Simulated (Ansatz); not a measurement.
# A barrier at the coupled-cluster level

Start structure (CH$_{6}$SSi, closed shell), relaxed at PBE0-D4/def2-TZVP:

Si1  (-0.648, -0.306, 0.342)
H2  (-0.373, -0.912, 1.671)
S3  (-0.651, -1.821, -1.173)
H4  (0.612, -2.214, -0.940)
H5  (-2.040, 0.212, 0.322)
C6  (0.584, 1.050, -0.004)
H7  (0.385, 1.515, -0.971)
H8  (0.529, 1.820, 0.771)
H9  (1.603, 0.656, -0.017)
(Å)

The step: CH₆SSi ([CH3][SiH2][SH]) → CH₄SSi ([CH3][SiH][S]) + H₂; bonds formed: H2–H4; bonds broken: Si1–H2, S3–H4. Program: Ansatz 0.2.0. Basis: def2-TZVPP and def2-QZVPP. Cores are frozen in the correlated methods. Extrapolation: Hartree–Fock as exp(−7.88 √X), correlation as X^−2.97. Energies below are by CCSD(T) at an estimated basis limit (MP2 extrapolated from triple and quadruple zeta, plus CCSD(T) − MP2 in triple zeta).

Question: What are the electronic barrier and the energy of the step, from the start structure to the end structure? (Judge from chemistry; the value comes from the calculation.)

Answer: The calculation gives: Barrier 213.9 kJ/mol; step energy 120.6 kJ/mol (uphill); reverse barrier, their difference, 93.4 kJ/mol. Barrier and step energy count from the start structure, the reverse barrier from the end structure.

The saddle point: One imaginary mode of 1143i cm⁻¹.
| pair | start (Å) | saddle (Å) | end (Å) |
| --- | --- | --- | --- |
| H2–H4 | 3.08 | 0.97 | 0.75 |
| Si1–H2 | 1.49 | 1.71 | 3.22 |
| S3–H4 | 1.34 | 1.88 | 3.61 |

Zero-point energy (harmonic, PBE0-D4): ZPE is 165.8 kJ/mol at the start and 159.0 kJ/mol at the saddle, so the barrier goes from 213.9 to 207.1 kJ/mol.

First-order rate constant out of the start structure at 698 K by transition-state theory, with harmonic vibrational free energies alone and no tunnelling: ΔA‡ = 213.5 kJ/mol, so k = (kB T/h) exp(−ΔA‡/kB T) ≈ 10^-3 s⁻¹ (an order of magnitude at best: rotation, the number of equivalent paths and anharmonicity are left out).

The T1 diagnostic stays at or below 0.017.

Labels in which every atom is bracketed show which atoms are joined, not bond orders.

For scale, one of the runs: CCSD(T)/def2-TZVPP, 199 basis functions, launched by `ansatz run in.yaml --threads 2 --pin off --events-out ev --progress --plain --max-ram 4352MiB`. Time: 47 s of wall clock on 2 CPU threads of an Arm Neoverse V2; the host was shared. Peak host memory: 2.2 GiB.
